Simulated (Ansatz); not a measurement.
# AlClH3: the cost of one run

Program: Ansatz 0.2.0. Level of theory: UKS PBE-D4/def2-SVP. These are calculated values, not measurements.

## (1) The starting structure

Bond lengths: Al1–H2 1.810 Å, Al1–Cl3 2.230 Å, Al1–H4 1.560 Å. Angles: H2–Al1–Cl3 120.0°, H2–Al1–H4 120.0°, Cl3–Al1–H4 120.0°.

Coordinates:

```xyz
5

Al    0.0000    0.0000    0.0000
H     0.0000    0.0000    1.8100
Cl    1.9312    0.0000   -1.1150
H    -1.3510    0.0000   -0.7800
H     0.0000    0.0000    2.7700
```

## (2) A restrained relaxation towards end A

Springs on the bonds that form and break draw the guess towards this end; the thresholds are loose.

The input, input.yaml:

```yaml
crystal:
  periodic: [false, false, false]
  atoms:
    - { symbol: Al, position_ang: [0.0, 0.0, 0.0] }
    - { symbol: H, position_ang: [0.0, 0.0, 1.81] }
    - { symbol: Cl, position_ang: [1.9312, 0.0, -1.115] }
    - { symbol: H, position_ang: [-1.351, 0.0, -0.78] }
    - { symbol: H, position_ang: [0.0, 0.0, 2.77] }
magnetization:
  spin_polarized: true
  initial_magnetization: 1
basis:
  gaussian: { orbitals: def2-SVP }
hamiltonian:
  xc: pbe
  dispersion: d4
relax:
  f_tol: 0.15
  max_steps: 25
  restrain:
    - { distance: [1, 4], at: 1.86, k: 30.0 }
    - { distance: [0, 1], at: 1.56, k: 30.0 }
```

Launch:

```console
$ ansatz run input.yaml --threads 1 --pin off --max-ram 2048MiB --backend cpu --events-out ev --progress --plain --runs-dir out
```

What time and memory should one allow on 1 thread of Arm Neoverse V2, shared host?

About 8.3 s, with a peak of 0.12 GiB.
